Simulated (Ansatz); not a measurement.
Two isomers of C2H6N2S: A = `CNC(N)=S`, B = `CSC(=N)N`.

Program: Ansatz. Geometries: PBE0-D4/def2-TZVP. ΔE: electronic, gas phase. CCSD(T)/CBS is the MP2 limit (def2-TZVPP, def2-QZVPP) plus CCSD(T) − MP2 in def2-TZVPP, frozen cores. Functionals use def2-TZVPP. B3LYP here is the variant with VWN-RPA as its local correlation; programs differ in this. One conformer a species, not always the lowest.

A:

```xyz
11

C    -1.327   -0.450   -0.133
N    -0.488    0.613    0.350
C     0.852    0.669    0.237
N     1.442   -0.392   -0.356
S     1.726    1.980    0.773
H    -2.368   -0.184    0.045
H    -1.201   -0.609   -1.209
H    -1.136   -1.395    0.389
H    -0.900    1.425    0.775
H     2.445   -0.398   -0.358
H     0.956   -1.258   -0.514
```

B:

Z-matrix (Å, degrees):
```
C
S 1 1.801
H 1 1.091 2 105.7
H 1 1.089 2 110.9 3 118.1
H 1 1.091 2 112.4 3 -117.7
C 2 1.775 1 104.5 3 -168.2
N 6 1.371 2 116.6 1 -16.4
N 6 1.268 2 122.2 1 162.6
H 7 1.006 6 117.4 2 -34.9
H 7 1.009 6 112.5 2 -171.1
H 8 1.015 6 112.0 2 -6.5
```

Task: Which isomer does CCSD(T)/CBS put lower? Give the gap. (Estimate.)

Result: Ansatz gave: A, by 8.4 kcal/mol.

Task: Give E(B) − E(A) in kcal/mol with MP2/def2-TZVPP, CCSD/def2-TZVPP, ωB97M-V, PBE0-D4, PBE-D4, B3LYP-D4, B2PLYP. (Best estimate.)

Result: The calculation gave: MP2/def2-TZVPP 8.6, CCSD/def2-TZVPP 8.8, ωB97M-V 9.5, PBE0-D4 10.3, PBE-D4 8.7, B3LYP-D4 9.7, B2PLYP 9.5. None reverses the order clearly.

Largest T1 diagnostic: 0.015.

In def2-TZVPP, CCSD(T) changes the Hartree–Fock value by −4.3 kcal/mol (the triples alone add −0.7 kcal/mol) and MP2 by −3.8 kcal/mol. From PBE to PBE0 (25 % exact exchange), in def2-TZVPP and without D4, E(B) − E(A) moves by +1.6 kcal/mol.
